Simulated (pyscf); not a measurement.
F–N•–F + hydrogen (H₂) → hydrogen fluoride (HF) + :N–F [triplet] + H atom (H•), a concerted fragmentation (doublet surface; F–N, H–H broken, F–H formed). Structures and frequencies: ωB97X-D3(BJ)/def2-SVP in PySCF. Energies in kcal/mol from the separated reactants.

AM1 to PM7: differences of heats of formation from MOPAC, which are fitted to 298 K values and so differ in kind from electronic energies by zero-point and thermal terms. Open shells are spin-unrestricted. 

Problem. In single points PM3 puts the saddle at 57.0 kcal/mol and the reaction energy at +44.4 kcal/mol. Should these be trusted to within a few kcal/mol? Compare with ωB97M-D3(BJ)/def2-TZVP.

Solution. ωB97M-D3(BJ)/def2-TZVP gives ΔE‡ = 59.5 kcal/mol and ΔE = +39.2 kcal/mol. PM3 lies 2.5 kcal/mol under it in the barrier and 5.2 kcal/mol over it in the reaction energy, so on this step it does not hold to within 3.0 kcal/mol. ωB97M-D3(BJ)/def2-TZVP has limits of its own. The same reactants have a lower exit, to F–NH–F + H• (barrier +33.4 kcal/mol at ωB97M-D3(BJ)/def2-TZVP, against +59.5 kcal/mol here). One saddle was located; it need not be the lowest between these sides. An unrestricted DFT solution here is markedly spin-contaminated.
